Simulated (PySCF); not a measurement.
Gas-phase reaction: BHCl₂ + HBNH + 2 H₂ = 2 BH₂Cl + NH₃

Energies from PySCF, thermal terms from the rigid-rotor harmonic-oscillator model, ideal gas at 1 bar. † marks an energy on the PBE0/def2-TZVP geometry and frequencies; other levels use their own. MP2 freezes the core. 6-31G* has spherical d functions here. All species are closed-shell singlets. B3LYP is the form with VWN-RPA correlation. HBNH, BH₂Cl: computed as isolated molecules; such fragments, hydroxides, amides, oligomers or adducts are transient or little studied in the gas. MP2 isn't extrapolated to the basis-set limit; its ΔH°(298 K) is 21.5 kJ in def2-SVP and 4.7 kJ in def2-TZVPP. The harmonic model lacks anharmonicity and excited electronic states, which grow with temperature; levels with a mode under 35 cm⁻¹ are left out.

| level | ΔE electronic, kJ | ΔH°(298 K), kJ | ΔS°(298 K), J/K | ΔG°(800 K), kJ |
|---|---|---|---|---|
| B3LYP/6-31G* | -38 | -3 | -77 | 69 |
| BLYP/def2-TZVP† | -13 | 21 | -78 | 93 |
| HF/6-31G* | -90 | -53 | -74 | 17 |
| HF/def2-TZVP† | -79 | -44 | -78 | 28 |
| M06-2X/def2-TZVP† | -33 | 1 | -78 | 73 |
| MP2/def2-SVP† | -13 | 21 | -78 | 93 |
| PBE/def2-SVP | -18 | 14 | -78 | 86 |
| PBE/def2-TZVP† | -30 | 5 | -78 | 77 |
| PBE0/def2-SVP† | -43 | -8 | -78 | 63 |
| r2SCAN/def2-TZVP† | -33 | 2 | -78 | 74 |
| ωB97M-V/def2-TZVP† | -36 | -2 | -78 | 70 |
ΔH° is lowest at HF/6-31G* and highest at MP2/def2-SVP†. No reference value is set beside these.
